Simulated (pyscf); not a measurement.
## Four-centre exchange: H₂O + HO–Al(OH)–F -> HO–Al(OH)–F + H₂O

Gas phase, singlet surface, charge 0. Bonds broken: O1–H8, Al2–O7. Bonds formed: O1–Al2, O7–H8. PySCF, gas phase, ωB97X-D3(BJ)/def2-SVP geometries.

Transition state (Å):

```xyz
9

O      0.5733     1.4755     0.5121
Al    -0.2250    -0.0958    -0.0518
O      0.4892    -1.4438     0.7020
F     -0.6201    -0.1295    -1.6771
H      1.3175     1.4992     1.1234
H      0.4944    -2.3388     0.3611
O     -1.5538     0.7821     0.9003
H     -0.5680     1.5165     0.9516
H     -2.3621     1.1203     0.5001
```

One imaginary mode, 1035i cm⁻¹; descent along it reached the two sides named, in the forms told below.

| bond | change | reactant side (Å) | saddle | product side |
|---|---|---|---|---|
| O1–H8 | breaks | 0.973 | 1.224 | 2.171 |
| Al2–O7 | breaks | 1.723 | 1.855 | 1.979 |
| O1–Al2 | forms | 1.963 | 1.851 | 1.726 |
| O7–H8 | forms | 2.341 | 1.230 | 0.976 |

Electronic energies relative to the separated reactants (kJ/mol):

```csv
level,barrier,reaction energy,reverse barrier
ωB97X-D3(BJ)/def2-TZVP,-70.2,0.0,-70.2
PBE/def2-TZVP,-73.0,0.0,-73.0
r²SCAN/def2-TZVP,-79.6,0.0,-79.6
B3LYP-D3(BJ)/def2-TZVP,-66.6,0.0,-66.6
PBE0-D3(BJ)/def2-TZVP,-75.3,0.0,-75.3
M06-2X/def2-TZVP,-79.5,0.0,-79.5
ωB97M-D3(BJ)/def2-TZVP,-66.1,0.0,-66.1
HF/def2-TZVP,-22.4,0.0,-22.4
```

With ωB97M-D3(BJ)/def2-TZVP energies and thermal terms (ideal gas, 1 atm, RRHO with modes under 100 cm⁻¹ raised to 100, one conformer, R ln 2 for chiral ones without a mode under 150 cm⁻¹), in kJ/mol:

```csv
T (K),ΔH‡,ΔG‡,ΔH,ΔG
298,-70.2,-23.0,0.0,0.0
600,-70.3,25.1,0.0,0.0
900,-67.9,72.4,0.0,0.0
1200,-64.8,118.7,0.0,0.0
```

On the reactant side the descent ends in an adduct with a Al–O contact, 114.1 kJ/mol under the separated species and 43.9 kJ/mol under the saddle at ωB97X-D3(BJ)/def2-TZVP. On the product side the descent ends in an adduct with a Al–O contact, 113.0 kJ/mol under the separated species and 42.8 kJ/mol under the saddle at ωB97X-D3(BJ)/def2-TZVP. At ωB97X-D3(BJ), PBE, r²SCAN, B3LYP-D3(BJ), PBE0-D3(BJ), M06-2X, ωB97M-D3(BJ), HF the saddle lies under the separated reactants, which points to a path from their complex (located at ωB97X-D3(BJ) alone). At ωB97X-D3(BJ), PBE, r²SCAN, B3LYP-D3(BJ), PBE0-D3(BJ), M06-2X, ωB97M-D3(BJ), HF the saddle lies under the separated products, which points to a path from their complex (located at ωB97X-D3(BJ) alone). What is counted as formed (Al–O) is already present as a longer contact in the reactant adduct; forming that adduct is a step of its own. What is counted as broken (Al–O) persists as a longer contact in the product adduct; parting that adduct is a step of its own. This is the saddle that the search found; another between the same sides may lie lower.
